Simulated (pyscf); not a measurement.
H₅FO₃Si₃ (SMILES F[SiH]1O[SiH2]O[SiH2]O1) + :HC–F (SMILES [CH]F) [singlet] → H₆O₃Si₃ (SMILES O1[SiH2]O[SiH2]O[SiH2]1) + F–C:–F (SMILES F[C]F) [singlet], a four-centre exchange (singlet surface; F–Si, C–H broken, H–Si, C–F formed). Optimised with ωB97X-D3(BJ)/def2-SVP in PySCF. Energies in eV from the separated reactants.

Small-basis levels: PySCF, no dispersion term, spherical d functions. 

Problem. In single points HF/3-21G puts the saddle at 2.62 eV and the reaction energy at +1.07 eV. Should these be trusted to within a few kcal/mol? Compare with ωB97M-D3(BJ)/def2-TZVP.

Solution. ωB97M-D3(BJ)/def2-TZVP gives ΔE‡ = 1.90 eV and ΔE = +0.80 eV. HF/3-21G lies 0.72 eV over it in the barrier and 0.27 eV over it in the reaction energy, so on this step it does not hold to within 0.13 eV. ωB97M-D3(BJ)/def2-TZVP has limits of its own. One saddle was located; it need not be the lowest between these sides. A restricted singlet here is unstable towards spin polarisation, as is usual where a triplet lies low; its energy is less safe.
